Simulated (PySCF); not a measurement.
Working out the ionisation energy of N

N [He] 2s2 2p3 (4S) → N+ [He] 2s2 2p2 (3P). All numbers are calculated (PySCF 2.14, the spin-free X2C one-electron Hamiltonian (Gaussian nucleus), in ANO-RCC-VTZP). Frozen: nothing. Energies in hartree (1 hartree = 27.21139 eV):

```tsv
part	N (lower)	N+ (upper)
UHF	-54.433556	-53.922967
CCSD correlation	-0.120162	-0.099330
(T)	-0.002580	-0.001734
```

Task: What does Hartree-Fock give?

Result: (-53.922967) − (-54.433556) = 0.510589 hartree = 13.894 eV.

Task: What do CCSD and CCSD(T) give?

Result: The CCSD correlation energies differ by 0.020832 hartree = 0.567 eV and the triples by 0.000846 hartree = 0.023 eV, so CCSD gives 14.461 eV and CCSD(T) 14.484 eV.

Measured between the centres of the two terms (NIST): 14.545 eV, so CCSD(T) (valence and next inner shell) is off by -0.061 eV.

What remains against the reference includes basis incompleteness and higher excitations.
